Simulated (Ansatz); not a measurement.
A run of Ansatz (development build ahead of 0.2.0) on singlet CH₄S at this shape:

```csv
atom,x (Å),y (Å),z (Å)
C,0.0000,-0.0295,-1.2404
S,0.0000,-0.0644,0.7165
H,0.0000,-1.1629,-1.5920
H,-0.9719,0.4953,-1.6749
H,0.9719,0.4953,-1.6749
H,0.0000,1.3794,0.9200
```

Its results:

```
Converged                       : yes
Total energy                    : -437.72252 hartree
Spin squared of the determinant : 0.000
```

(1) Which input gives this output? Name the method, the orbitals and the basis set, and write the input.

Answers

(1) RHF in cc-pVTZ. An unrestricted run that stays on the closed shell gives the same numbers.

```yaml
crystal:
  periodic: [false, false, false]
  atoms:
    - { symbol: C, position_ang: [0.0, -0.02954, -1.2404] }
    - { symbol: S, position_ang: [0.0, -0.06436, 0.71652] }
    - { symbol: H, position_ang: [0.0, -1.1629, -1.59205] }
    - { symbol: H, position_ang: [-0.97187, 0.49525, -1.67495] }
    - { symbol: H, position_ang: [0.97187, 0.49525, -1.67495] }
    - { symbol: H, position_ang: [0.0, 1.37942, 0.92003] }
basis:
  gaussian: { orbitals: cc-pVTZ }
hamiltonian:
  xc: hf
```

Caution: no unrestricted run beside it, a lower state can exist.
